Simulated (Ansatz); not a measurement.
Reaction (SMILES): O (H2O) → [OH-] + H+
B3LYP-D3(BJ)/def2-TZVP geometries, fixed; electronic energies without zero-point terms.

Basis-set convergence of the deprotonation energy at HF with Ansatz (a quantum-chemistry and plane-wave program). Cartesian d functions, on some or all atoms, in 6-31+G*; all else is spherical. No added dispersion term, no relativity. Functions are those of the species that has most. Reference: the value in aug-pcseg-3, 407.30 kcal/mol, itself unsure by roughly 0.08 kcal/mol (its mean distance from aug-cc-pVQZ, def2-QZVPPD). Deviations are taken from unrounded values.

```
basis              functions  deprotonation energy (kcal/mol)  minus reference (kcal/mol)
-----------------  ---------  -------------------------------  --------------------------
pcseg-0                   13                           431.09                       23.79
6-31+G*                   23                           402.32                       -4.98
pcseg-1                   24                           423.02                       15.72
6-311+G**                 34                           406.20                       -1.10
aug-pcseg-1               41                           403.68                       -3.62
6-311++G(2d,2p)           47                           407.17                       -0.13
pcseg-2                   58                           411.72                        4.42
6-311++G(3df,3pd)         75                           407.75                        0.44
aug-pcseg-2               92                           406.98                       -0.32
pcseg-3                  126                           408.03                        0.72
aug-pcseg-3              183                           407.30                        0.00
pcseg-4                  223                           407.69                        0.39
```

The smallest set listed that lies within 2 kcal/mol of the reference with all its larger relatives (same family, alike in diffuse functions; a set with none counts only in the reference's own line) is 6-311+G** (34 functions, -1.10 kcal/mol off).
